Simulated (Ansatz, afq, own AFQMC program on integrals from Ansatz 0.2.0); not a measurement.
# CHSi, doublet in cc-pVDZ, levels against CCSDTQ

```xyz
3

Si    0.0000    0.0000    1.4814
C     0.0000    0.0000   -0.2010
H     0.0000    0.0000   -1.2804
```

Connectivity, by distances: Si–CH.

Basis cc-pVDZ. Noble-gas cores (and the filled d shells of Ga–Kr and In–Xe) are frozen. AFQMC by an in-house program on the Cholesky factors that Ansatz 0.2.0 writes for its CCSD(T) run. The CISD trial takes its coefficients from CCSD amplitudes. Released means that phaseless walkers are propagated on without the constraint, phases kept. ± is one standard error of the sampling.

Determinant: ROHF, the one that the program's search chose, which needn't be the lowest solution. The geometry is a PBE0/def2-TZVP stationary point of this or a neighbouring charge and spin state.

No full CI on the walks' own integrals is used here; CCSDTQ serves as the reference and is uncertain by about the last step of the cluster series.

Cautions: a spin-contaminated unrestricted determinant lies lower (UHF 199 meV lower, ⟨S²⟩ 1.08).

```
T1 diagnostic                               : 0.0237
weight of the determinant in the CISD state : 0.865
size of the correlated space                : 9 electrons in 31 orbitals
```

```tsv
level	correlation energy (eV)
MP2	-5.1312
CCSD	-5.9094
CCSD(T)	-6.1635
```

**Question.** Estimate where phaseless AFQMC with a CISD trial lies against CCSD(T) on the same integrals.

**Answer.** 24.6 ± 4.7 meV below CCSD(T).

Reference: CCSDTQ, correlation energy -6.223 eV. The released energy is read at 2.40 1/Eh (meV from the phaseless value at times in 1/Eh: -5 ± 6 at 0.24, -11 ± 3 at 0.51, -22 ± 3 at 0.99, -29.0 ± 2.1 at 1.62, -26 ± 3 at 2.40).

| level | E − E(reference) (meV) | share of correlation (%) |
| --- | --- | --- |
| CCSD(T) | 59.2 | 99.05 |
| CCSDT | 23.9 | 99.62 |
| CCSDT(Q) | 0.4 | 99.99 |
| ph-AFQMC/HF | 84.8 ± 24.4 | 98.64 |
| ph-AFQMC/CISD | 34.6 ± 4.7 | 99.44 |
| released AFQMC | 8.5 ± 2.9 | 99.86 |

CCSDT and higher add their correlation energy to the determinant of the CCSD(T) run, since their own runs factorise the integrals more tightly (a shift of under 2 meV). A walk keeps the symmetry of its determinant, which the program's search chose and which needn't be the lowest solution, so a lower state of the same spin and another symmetry isn't excluded. Released energies are given only where the last usable release times agree within the noise; a slower fall can still hide under it.
